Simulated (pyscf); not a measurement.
A first-order saddle from PySCF, ωB97X-D3(BJ)/def2-SVP:

```xyz
21

Si    -2.9231     0.6242     1.6499
O     -1.5084     0.7886     0.7626
Si    -0.4979    -0.1893    -0.0803
F     -0.9384    -0.7265    -1.5364
O      0.6569     0.9555    -0.5163
Si     0.5629     2.6243    -0.4666
O      0.7342    -1.1352     0.6927
Si     2.3742    -0.5665     0.6690
H     -3.3147     1.9985     2.0607
H     -2.6728    -0.2007     2.8632
H     -3.9999     0.0202     0.8234
H      0.5499     3.1082     0.9426
H      1.7810     3.1448    -1.1462
H     -0.6531     3.1047    -1.1774
H      2.9122    -0.5148    -0.7061
H      2.5092     0.6946     1.4322
H      3.0473    -1.6610     1.4243
H     -1.0958    -2.4901     1.0591
F     -1.6548    -1.6568     0.5774
H      0.4280    -2.2049     1.1687
F     -0.1904    -3.0922     1.4975
```

Surface: singlet, charge 0. Lowest wavenumbers (cm⁻¹): 719i, 33, 36, 51, 73.

Problem. What reaction is this the transition state of?

Solution. F–Si(O–SiH₃)(O–SiH₃)–O–SiH₃ + hydrogen fluoride (HF) + hydrogen fluoride (HF) ⇌ F–Si(F)(O–SiH₃)–O–SiH₃ + silanol (HO–SiH₃) + hydrogen fluoride (HF), a multi-bond step read from left to right: O–Si, F–H, F–H broken and F–Si, H–O, F–H formed. At ωB97M-D3(BJ)/def2-TZVP it lies -0.01 eV from the left side and +0.22 eV from the right (each side as separated species at their lowest minima found). On the reactant side the descent ends in a bound adduct (not fully relaxed), 0.67 eV under the separated species and 0.65 eV under the saddle at ωB97X-D3(BJ)/def2-TZVP. On the product side the descent ends in an adduct with a O–Si, O–Si contact, 0.24 eV under the separated species and 0.34 eV under the saddle at ωB97X-D3(BJ)/def2-TZVP. What is counted as broken (O–Si) persists as a longer contact in the product adduct; parting that adduct is a step of its own. This is the saddle that the search found; another between the same sides may lie lower.
